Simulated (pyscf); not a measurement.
A first-order saddle from PySCF, ωB97X-D3(BJ)/def2-SVP:

```xyz
7

Cl    -2.1123    -0.1577     1.1179
Sn     0.0258    -0.0283    -0.4953
Cl     0.7192     1.7952     0.7489
Cl    -1.4483     0.4353    -2.2187
H      1.4147    -0.6796    -1.2157
F     -0.2334    -1.8309     0.5461
H     -1.2467    -1.3486     1.0554
```
Charge 0, spin multiplicity 1.

Surface: singlet, charge 0. Lowest wavenumbers (cm⁻¹): 517i, 33, 92, 125, 154.

Problem. Which two sides does it connect, and which bonds change?

Solution. `[Cl][SnH]([Cl])[Cl]` + `[FH]` ⇌ `[ClH]` + `[F][SnH]([Cl])[Cl]`, a four-centre exchange read from left to right: Cl–Sn, F–H broken and Cl–H, F–Sn formed. At ωB97M-D3(BJ)/def2-TZVP it lies +0.74 eV from the left side and +0.45 eV from the right (each side as separated species at their lowest minima found). On the reactant side the descent ends in a complex, 0.23 eV under the separated species and 0.98 eV under the saddle at ωB97X-D3(BJ)/def2-TZVP. On the product side the descent ends in a complex, 0.18 eV under the separated species and 0.51 eV under the saddle at ωB97X-D3(BJ)/def2-TZVP. One saddle was located; it need not be the lowest between these sides. Elements past Kr carry the def2 core potentials, without spin-orbit coupling.
